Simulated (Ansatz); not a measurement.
**C3H4F+ (SMILES C=C([CH2+])F): one structure at several levels**

The task here is to estimate one member of a computed series from the others.

Method: single points in def2-TZVPP; program: Ansatz 0.2.0, Gaussian basis.

Cores are frozen in the correlated methods.

## Where the work starts

8 atoms, charge 1, spin multiplicity 1.

Atoms are counted from 1 here; the program's logs count them from 0.

Bond lengths: C1–C2 1.353 Å, C1–H5 1.108 Å, C1–H6 1.102 Å, C2–C3 1.490 Å, C2–F4 1.238 Å, C3–H7 1.152 Å, C3–H8 1.098 Å. Angles: C2–C1–H5 130.6°, C2–C1–H6 129.1°, H5–C1–H6 100.2°, C1–C2–C3 121.7°, C1–C2–F4 113.4°, C3–C2–F4 124.8°, C2–C3–H7 117.8°, C2–C3–H8 129.0°, H7–C3–H8 112.9°.

Geometry (Å):

```tsv
atom	x (Å)	y (Å)	z (Å)
C1	-0.8609	0.7211	0.4168
C2	-0.3032	-0.3499	-0.1930
C3	1.1748	-0.5137	-0.2888
F4	-1.1337	-1.1165	-0.6993
H5	-1.9221	0.9608	0.6254
H6	-0.3745	1.6301	0.8067
H7	1.5791	-1.4050	-0.8965
H8	1.9666	0.0504	0.2211
```

The first run:

Contents of run/in.yaml:

```yaml
crystal:
  periodic: [false, false, false]
  atoms:
    - {symbol: C, position_ang: [-0.860894, 0.721144, 0.416823]}
    - {symbol: C, position_ang: [-0.303214, -0.349915, -0.193015]}
    - {symbol: C, position_ang: [1.174838, -0.513749, -0.288819]}
    - {symbol: F, position_ang: [-1.133678, -1.116477, -0.699252]}
    - {symbol: H, position_ang: [-1.922114, 0.960798, 0.625442]}
    - {symbol: H, position_ang: [-0.374468, 1.630071, 0.806712]}
    - {symbol: H, position_ang: [1.579059, -1.404999, -0.896456]}
    - {symbol: H, position_ang: [1.966638, 0.050363, 0.221092]}
basis:
  gaussian: {orbitals: def2-TZVPP}
total_charge: 1
hamiltonian: {xc: pbe, dispersion: d4}
output: {forces: true}
```

Command:

```
> ansatz run in.yaml --threads 2 --pin off --events-out ev --progress --plain --max-ram 3481MiB
```

Steps of the session up to this table: PBE-D4/def2-TZVPP; r2SCAN-D4/def2-TZVPP; PBE0-D4/def2-TZVPP; wB97M-V/def2-TZVPP; CCSD(T)/def2-TZVPP.

One table of the session follows, with a row left open; its other results are not shown here.

```
   method  RMS force component (eV/Å)  angle to CCSD(T) forces (°)
   PBE-D4                           ?                            ?
r2SCAN-D4                       1.913                          3.4
  PBE0-D4                       1.884                          5.0
  wB97M-V                       1.994                          7.0
  CCSD(T)                       1.949                    reference
```

Q: Estimate the row for PBE-D4 from the others.

The run gave: RMS force component (eV/Å): 1.916; angle to CCSD(T) forces (°): 4.9. In the column «RMS force component (eV/Å)» it lies between r2SCAN-D4 (1.913) and CCSD(T) (1.949).
